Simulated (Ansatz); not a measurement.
Ansatz (a quantum-chemistry and plane-wave program) input (PBE/LANL2DZ): The .json file is the Basis Set Exchange's LANL2DZ.

Ansatz 0.2 input:
```yaml
crystal:
  periodic: [false, false, false]
  atoms:
    - {symbol: C, position_ang: [0.00789300, 0.76166900, -0.01439200]}
    - {symbol: C, position_ang: [-0.00789300, -0.76166900, 0.01439200]}
    - {symbol: O, position_ang: [1.03758700, 1.37942600, -0.02599300]}
    - {symbol: H, position_ang: [-0.99194700, 1.23600300, -0.02342400]}
    - {symbol: O, position_ang: [-1.03758700, -1.37942600, 0.02599300]}
    - {symbol: H, position_ang: [0.99194700, -1.23600300, 0.02342400]}
basis:
  gaussian:
    orbitals: LANL2DZ.json
hamiltonian:
  xc: {name: PBE}
output: {forces: true}
```

Output:

```
Functional definition: PBE
integrals: 0.01 GiB planned
558 factors; integrals over basis functions are off by at most 5.2e-4 eV
mean field: 0.07 GiB planned
mean field evaluation 1: about -6186.5107 eV, gradient 4.9e1 eV
mean field evaluation 2: about -6166.7119 eV, gradient 1.1e2 eV
mean field evaluation 4: about -6191.5096 eV, gradient 3.0e0 eV
mean field evaluation 8: about -6191.5026 eV, gradient 6.3e-2 eV
mean field evaluation 16: about -6191.5026 eV, gradient 3.9e-5 eV
a density is far from that of the atoms, so the factors are made again for it
605 factors; integrals over basis functions are off by at most 2.7e-5 eV
mean field: 0.07 GiB planned
mean field -6191.50212895 eV, -227.5335064881 hartree, gradient 8.0e-6 eV, S^2 0.000000; 0 other end points of the search recorded, 0 dependent functions left out
the calculation of the forces begins
reference -6191.50215098 eV, -227.5335072977 hartree; 15, 15 occupied and 25, 25 virtual orbitals, 605 factors
Total energy: -6191.50215098 eV, -227.5335072977 hartree
Atom 0 at     0.007893     0.761669    -0.014392 Å, force    -2.833021    -1.762556     0.033108 eV/Å
Atom 1 at    -0.007893    -0.761669     0.014392 Å, force     2.833021     1.762556    -0.033108 eV/Å
Atom 2 at     1.037587     1.379426    -0.025993 Å, force     3.588848     2.243092    -0.042135 eV/Å
Atom 3 at    -0.991947     1.236003    -0.023424 Å, force    -0.452580     0.080807    -0.001558 eV/Å
Atom 4 at    -1.037587    -1.379426     0.025993 Å, force    -3.588848    -2.243092     0.042135 eV/Å
Atom 5 at     0.991947    -1.236003     0.023424 Å, force     0.452580    -0.080807     0.001558 eV/Å
Dipole moment:    -0.000000    -0.000000    -0.000000 e Å
```

The geometry given is a B3LYP-D3(BJ)/def2-TZVP minimum.
